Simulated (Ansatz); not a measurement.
# BPH3 (doublet): the correlation ladder at a displaced geometry (v2), cc-pVDZ

Aim: climb from Hartree-Fock through coupled cluster for BPH3 (doublet) at one geometry and basis, and see what each rung misses.

Method: cc-pVDZ, correlated electrons: outside noble gas; program: Ansatz 0.2.0, Gaussian basis.

To be run: UHF; CCSD(T) on ROHF; CCSD(T) on UHF; BCCD(T) on ROHF; CISD; CCSDT(Q) on ROHF; CCSDT(Q) on UHF.

### Step 1. The geometry

The geometry is a PBE0/def2-TZVP stationary point (not a proven minimum) with its atoms shifted at random (size 0.100 Å).

5 atoms, charge 0, spin multiplicity 2.

Atoms are counted from 1 here; the program's logs count them from 0.

Bond lengths: B1–P2 1.877 Å, B1–H3 1.209 Å, B1–H4 1.270 Å, P2–H5 1.372 Å. Angles: P2–B1–H3 116.7°, P2–B1–H4 121.0°, H3–B1–H4 119.9°, B1–P2–H5 98.3°.

In the tables R marks a restricted open-shell determinant and U an unrestricted one; correlation energies count from the lowest restricted Hartree-Fock solution.

### Step 2. UHF

File in.yaml:

```yaml
crystal:
  periodic: [false, false, false]
  atoms:
    - {symbol: B, position_ang: [0.147265, 0.048931, 1.308597]}
    - {symbol: P, position_ang: [-0.072633, -0.055434, -0.552983]}
    - {symbol: H, position_ang: [-0.311860, 1.024577, 1.855887]}
    - {symbol: H, position_ang: [0.442605, -0.980094, 1.991507]}
    - {symbol: H, position_ang: [0.521705, 1.134156, -0.890156]}
basis:
  gaussian: {orbitals: cc-pVDZ}
magnetization: {spin_polarized: true, initial_magnetization: 1}
hamiltonian: {xc: hf}
output: {orbitals: {seedname: orbitals}}
```

Started as:

```
$ ansatz run in.yaml --threads 1 --pin off --events-out ev --progress --plain --max-ram 2393MiB
```

The runs that follow: CCSD(T) on ROHF; CCSD(T) on UHF; BCCD(T) on ROHF; CISD; CCSDT(Q) on ROHF; CCSDT(Q) on UHF.

Q: Predict the results of all the runs planned. Wanted: correlation energy, UCCSDT(Q); RMP2 from UCCSDT(Q); UMP2 from UCCSDT(Q); RCCSD from UCCSDT(Q); RCCSD(T) from UCCSDT(Q); UCCSD(T) from UCCSDT(Q); RCCSDT(Q) from UCCSDT(Q); T1 diagnostic.

**Answer**, as computed:

| quantity | value |
| --- | --- |
| correlation energy, UCCSDT(Q) | -6.4303 eV |
| RMP2 from UCCSDT(Q) | +1264.7 meV |
| UMP2 from UCCSDT(Q) | +1281.2 meV |
| RCCSD from UCCSDT(Q) | +214.1 meV |
| RCCSD(T) from UCCSDT(Q) | +40.4 meV |
| UCCSD(T) from UCCSDT(Q) | +40.8 meV |
| RCCSDT(Q) from UCCSDT(Q) | +1.0 meV |
| levels of the table within 1 kcal/mol (43 meV) | RCCSD(T), UCCSD(T), BCCD(T), RCCSDT, UCCSDT, RCCSDT(Q) |
| T1 diagnostic | 0.023 |

RCCSD(T) lands +40.4 meV from the yardstick (0.6 % of the correlation energy). These misses are within one basis, not against nature; the frozen cores of restricted and unrestricted runs differ, which can shift their rows.
